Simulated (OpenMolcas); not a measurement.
## BF2 (SMILES F[B]F): methods side by side

The species is BF2 (3 atoms), meant as a doublet with charge 0. SMILES: `F[B]F`. Geometry: relaxed at PBE0-D4/def2-TZVP.

```xyz
3

F     0.5131   -1.0443    0.1600
B     0.2790    0.2405    0.1813
F    -0.8029    0.7389   -0.3546
```

Each level gives the energy change with the F1–B2 bond stretched from 1.306 to 1.959 Å (eV). The values are calculated.

| level | kind | program | value (eV) | less FCI/STO-3G | CPU time (all runs) |
| --- | --- | --- | --- | --- | --- |
| UHF/STO-3G | Hartree–Fock | OpenMolcas | 3.43 | +0.18 | 3.6 s |
| USVWN5/STO-3G | LDA | OpenMolcas | 3.73 | +0.48 | 7.4 s |
| UPBE/STO-3G | GGA | OpenMolcas | 3.30 | +0.05 | 8.4 s |
| U-r2SCAN/STO-3G | meta-GGA | OpenMolcas | 3.54 | +0.29 | 11 s |
| UPBE0/STO-3G | global hybrid | OpenMolcas | 3.68 | +0.43 | 8.3 s |
| MRCI(3,3)/STO-3G | multireference | OpenMolcas | 3.33 | +0.08 | 4.6 s |
| FCI/STO-3G | exact in the basis | OpenMolcas | 3.25 | 0.00 | 57 s |

FCI/STO-3G is exact within its basis and frozen core, so for wave-function methods in that basis the difference is their error; functionals converge differently with the basis, so for them it is only a difference. The first shape isn't each level's own minimum. The values span 3.25 to 3.73 eV. Spin contamination of the reference (⟨S²⟩ at least 0.1 too high) touches UHF/STO-3G. All rows use very small basis sets, so even the best lies far from the true value. Times are those of the runs behind each value, whatever else they computed, on shared processors of several kinds: orders of magnitude only.
